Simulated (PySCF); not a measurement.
## Working out the ionisation energy of P

P [Ne] 3s2 3p3 (4S) → P⁺ [Ne] 3s2 3p2 (3P). Calculation: PySCF 2.14, in dyall-acv3z (19s12p6d4f, 113 functions); scalar relativity by spin-free X2C-1e. Frozen: 1s2; the 18 highest virtual orbitals dropped. Energies in hartree (1 hartree = 27.21139 eV):

| part | P (lower) | P⁺ (upper) |
| --- | --- | --- |
| UHF | -341.536904 | -341.173370 |
| MP2 opposite-spin | -0.281826 | -0.272435 |
| MP2 same-spin | -0.106832 | -0.094106 |

Problem. What does Hartree-Fock give?

Solution. (-341.173370) − (-341.536904) = 0.363534 hartree = 9.892 eV.

Problem. What do MP2 and SCS-MP2 (6/5 opposite-spin, 1/3 same-spin) give?

Solution. The opposite-spin parts differ by 0.256 eV and the same-spin parts by 0.346 eV. MP2: 9.892 + (0.256) + (0.346) = 10.494 eV. SCS-MP2: 9.892 + 1.2 × (0.256) + (0.346)/3 = 10.315 eV.

Measured between the centres of the two terms (NIST): 10.526 eV, so MP2 (valence and next inner shell) is off by -0.032 eV.

What remains against the reference includes basis incompleteness, the frozen core and correlation beyond second order.
